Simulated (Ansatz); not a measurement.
# BC+ (singlet): the correlation ladder at distance B1–C2 = 4.202 Å, cc-pVDZ

How much of the correlation energy of BC+ (singlet) does each wave-function method recover here?

Program: Ansatz 0.2.0, Gaussian basis. Level of theory: cc-pVDZ, core rule «outside noble gas», up to 2 orbitals frozen. These are calculated values, not measurements.

The runs, in order: UHF; CCSD(T) on RHF; CCSD(T) on UHF; BCCD(T) on RHF; CISD; CCSDT(Q) on RHF; CCSDT(Q) on UHF; CCSDTQ on RHF; CASSCF and MRCISD+Q, 2 electrons in 2 orbitals; CASSCF and NEVPT2, 2 electrons in 2 orbitals; CASSCF and MRCISD+Q, 6 electrons in 8 orbitals; CASSCF and NEVPT2, 6 electrons in 8 orbitals; Full CI.

18 further runs of the same task are left out: 1 for a known fault of the program, 1 for a mislabelled method, 14 that didn't finish, 2 set aside as unsound or not needed.

### Step 1. What is computed

The geometry derives from a PBE0/def2-TZVP stationary point (not a proven minimum). One bond is set to the value named and the two fragments are kept rigid.

2 atoms, charge 1, spin multiplicity 1.

Atoms are counted from 1 here; the program's logs count them from 0.

No contacts short enough for the rule that draws bonds.

As a file:

```xyz
2
charge 1, multiplicity 1
B     0.0000    0.0000    0.0000
C     0.0000    0.0000    4.2020
```

### Step 2. UHF

in.yaml reads:

```yaml
crystal:
  periodic: [false, false, false]
  atoms:
    - {symbol: B, position_ang: [0.000000, 0.000000, 0.000000]}
    - {symbol: C, position_ang: [0.000000, 0.000000, 4.202000]}
basis:
  gaussian: {orbitals: cc-pVDZ}
total_charge: 1
magnetization: {spin_polarized: true, initial_magnetization: 0}
hamiltonian: {xc: hf}
output: {orbitals: {seedname: orbitals}}
```

Started as:

```bash
$ ansatz run in.yaml --threads 1 --pin off --events-out ev --progress --plain --max-ram 2393MiB
```

Further steps of the session: CCSD(T) on RHF; CCSD(T) on UHF; BCCD(T) on RHF; CISD; CCSDT(Q) on RHF; CCSDT(Q) on UHF; CCSDTQ on RHF; CASSCF and MRCISD+Q, 2 electrons in 2 orbitals; CASSCF and NEVPT2, 2 electrons in 2 orbitals; CASSCF and MRCISD+Q, 6 electrons in 8 orbitals; CASSCF and NEVPT2, 6 electrons in 8 orbitals; Full CI.

**Question.** What will the summary of the whole plan be? Wanted: FCI below the RHF energy; RMP2 from FCI; RCCSD from FCI; RCCSD(T) from FCI; RCCSDT(Q) from FCI; T1 diagnostic; effectively unpaired electrons.

As calculated:

| quantity | value |
| --- | --- |
| FCI below the RHF energy | -4.5201 eV |
| RMP2 from FCI | +1810.9 meV |
| RCCSD from FCI | +173.3 meV |
| RCCSD(T) from FCI | +90.8 meV |
| RCCSDT(Q) from FCI | +35.0 meV |
| levels within 1 kcal/mol (43 meV) | RCCSDT(Q), RCCSDTQ |
| T1 diagnostic | 0.018 |
| effectively unpaired electrons | 1.06 |

**Reading.** RCCSD(T) misses by +90.8 meV, 2.0 % of the correlation energy. The occupations show strong static correlation (1.1 unpaired electrons where one determinant has 0). Coupled cluster on one determinant still stays close here. These misses are within one basis, not against nature.
